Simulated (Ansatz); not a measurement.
# A basis-limit estimate, worked out

An elementary step of SiH$_{5}$ClO, singlet (SiH₃Cl ([SiH3][Cl]) + H₂O → SiH₄O ([OH][SiH3]) + HCl; bonds formed: Si1–O7, Cl2–H6; bonds broken: Si1–Cl2, H6–O7). “Start” is the structure reached by relaxing down from the saddle towards the reactants; PBE0-D4/def2-TZVP structures. The saddle:

```
8
angstrom
Si -0.4267 -0.2499 -0.5550
Cl 1.9932 -0.5598 -0.4755
H -0.5603 -1.7075 -0.7226
H -0.1744 0.6204 -1.7211
H -1.8163 0.1760 -0.1493
H 1.1215 0.2824 1.0105
O 0.1177 0.3107 1.1294
H -0.2547 1.1278 1.4835
```

Ansatz 0.2.0; basis: def2-TZVPP and def2-QZVPP; cores frozen in the correlated methods.

Energies in eV:

| quantity | saddle | start |
| --- | --- | --- |
| Hartree–Fock, triple zeta (X = 3) | -22483.76334 | -22485.08937 |
| Hartree–Fock, quadruple zeta (X = 4) | -22484.47421 | -22485.79640 |
| MP2 correlation, X = 3 | -16.26285 | -15.93073 |
| MP2 correlation, X = 4 | -17.67576 | -17.32817 |
| CCSD(T) correlation, X = 3 | -17.96929 | -17.67437 |

Work out the barrier at the basis limit: extrapolate Hartree–Fock as E(X) = E∞ + A exp(−7.88 √X) and the MP2 correlation as E(X) = E∞ + B X^−2.97 (the exponents that Neese and Valeev fitted for def2-TZVPP and QZVPP), then add CCSD(T) − MP2 in triple zeta.

Each step is linear, so take the differences first (saddle − start): Hartree–Fock 1.32603 (X = 3) and 1.32219 (X = 4); MP2 correlation -0.33212 and -0.34759; CCSD(T) correlation -0.29492.
Two points give E∞ = E(4) + w [E(4) − E(3)], with w = 1/(exp(7.88 (2 − √3)) − 1) = 0.1377 for Hartree–Fock and w = 1/((4/3)^2.97 − 1) = 0.7407 for the correlation.
Hartree–Fock: 1.32219 + 0.1377 × (-0.00384) = 1.3217 eV.
MP2 correlation: -0.34759 + 0.7407 × (-0.01547) = -0.3590 eV.
CCSD(T) − MP2: -0.29492 − (-0.33212) = 0.0372 eV.
Sum: 1.3217 + (-0.3590) + 0.0372 = 0.9999 eV, or 23.06 kcal/mol. Plain CCSD(T) in triple zeta gives 1.0311 eV, so the larger basis shifts the result by -0.0312 eV.

No T1 diagnostic of these runs exceeds 0.011.

The step is the kind of ligand exchange by which a precursor binds to a hydroxyl group, or is hydrolysed, in atomic layer deposition of oxides.

Labels in which every atom is bracketed show which atoms are joined, not bond orders.

For scale, one of the runs: CCSD(T)/def2-TZVPP, 185 basis functions (an equivalent command: `ansatz run in.yaml --threads 2`). The run took 15 s on 2 CPU threads (shared host), with 1.9 GiB of host memory at its peak.
